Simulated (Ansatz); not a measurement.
# AlSiH+ (doublet): the correlation ladder, cc-pVDZ

Aim: climb from Hartree-Fock through coupled cluster and multireference methods for AlSiH+ (doublet) at one geometry and basis, and see what each rung misses.

Program: Ansatz 0.2.0, Gaussian basis. Level of theory: cc-pVDZ, core rule «outside noble gas», up to 10 orbitals frozen. These are calculated values, not measurements.

To be run: UHF; CCSD(T) on ROHF; CCSD(T) on UHF; BCCD(T) on ROHF; CISD; CCSDT(Q) on ROHF; CCSDT(Q) on UHF; CASSCF and MRCISD+Q, 7 electrons in 9 orbitals; CASSCF and NEVPT2, 7 electrons in 9 orbitals.

17 further runs of the same task are left out: 7 that didn't finish, 10 set aside as unsound or not needed.

### Step 1. The geometry

The geometry is a PBE0/def2-TZVP stationary point (not a proven minimum) of the parent state, kept for this charge and spin.

3 atoms, charge 1, spin multiplicity 2.

Atoms are counted from 1 here; the program's logs count them from 0.

Bond lengths: Si1–Al2 2.647 Å, Si1–H3 1.545 Å. Angles: Al2–Si1–H3 78.2°.

### Step 2. UHF

Input file in.yaml:

```yaml
crystal:
  periodic: [false, false, false]
  atoms:
    - {symbol: Si, position_ang: [0.000000, -0.066010, 1.277710]}
    - {symbol: Al, position_ang: [0.000000, 0.014356, -1.367591]}
    - {symbol: H, position_ang: [0.000000, 1.455013, 1.006599]}
basis:
  gaussian: {orbitals: cc-pVDZ}
total_charge: 1
magnetization: {spin_polarized: true, initial_magnetization: 1}
hamiltonian: {xc: hf}
output: {orbitals: {seedname: orbitals}}
```

Launch:

```sh
ansatz run in.yaml --threads 1 --pin off --events-out ev --progress --plain --max-ram 2393MiB
```

Further steps of the session: CCSD(T) on ROHF; CCSD(T) on UHF; BCCD(T) on ROHF; CISD; CCSDT(Q) on ROHF; CCSDT(Q) on UHF; CASSCF and MRCISD+Q, 7 electrons in 9 orbitals; CASSCF and NEVPT2, 7 electrons in 9 orbitals.

Before running them: what should the planned runs give, taken together? Wanted: UCCSDT(Q) from the RHF energy; RMP2 from UCCSDT(Q); UMP2 from UCCSDT(Q); RCCSD from UCCSDT(Q); RCCSD(T) from UCCSDT(Q); UCCSD(T) from UCCSDT(Q); RCCSDT(Q) from UCCSDT(Q); NEVPT2 valence from UCCSDT(Q); MRCISD+Q valence from UCCSDT(Q).

The runs gave:

```
                         quantity                                                                     value
    UCCSDT(Q) from the ROHF energy                                                                -4.0196 eV
              RMP2 from UCCSDT(Q)                                                               +1095.7 meV
              UMP2 from UCCSDT(Q)                                                               +1136.5 meV
             RCCSD from UCCSDT(Q)                                                                +145.0 meV
          RCCSD(T) from UCCSDT(Q)                                                                 +34.7 meV
          UCCSD(T) from UCCSDT(Q)                                                                 +35.1 meV
         RCCSDT(Q) from UCCSDT(Q)                                                                  +0.4 meV
    NEVPT2 valence from UCCSDT(Q)                                                                +557.2 meV
  MRCISD+Q valence from UCCSDT(Q)                                                                  -1.4 meV
levels within 1 kcal/mol (43 meV)  RCCSD(T), UCCSD(T), BCCD(T), RCCSDT, UCCSDT, RCCSDT(Q), MRCISD+Q valence
                    T1 diagnostic                                                                     0.030
   effectively unpaired electrons                                                                      1.10
```

What this shows: RCCSD(T) misses by +34.7 meV, 0.9 % of the correlation energy. One determinant dominates. Of the multireference levels listed MRCISD+Q valence comes nearest in total energy (-1.4 meV), which doesn't show that its space is the better one. These misses are within one basis, not against nature; the frozen cores of restricted and unrestricted runs differ, which can shift their rows.

With open shells the CI space here admits some triples and quadruples, so it is larger than plain CISD.
